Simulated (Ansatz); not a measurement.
For zinc-blende CdSe, rVV10 (Ansatz, a first-principles code, PAW) gives:

| Property | Value |
|---|---|
| lattice constant a | 6.206 Å |
| formation enthalpy | -0.572 eV/atom |

Problem. What does r²SCAN+rVV10 in Ansatz (plane waves, PAW) give for the same quantities?

Solution. 
- lattice constant a: 6.102 Å (falls by 1.7 %)
- formation enthalpy: -0.726 eV/atom (moves by -0.154 eV/atom)

For comparison: lattice constant a 6.077 Å (measured, room temperature, not corrected to a static lattice, our sources range from 6.052 to 6.084; as tabulated in arXiv:1206.3780).

Changes are worked out from the printed values.

Unless a cell is named, each level is at its own relaxed cell (rVV10 29.87, r²SCAN+rVV10 28.40 Å³/atom).

Ansatz's density-functional and Hartree–Fock values are scalar-relativistic unless marked +SOC, with PAW data made under PBE.
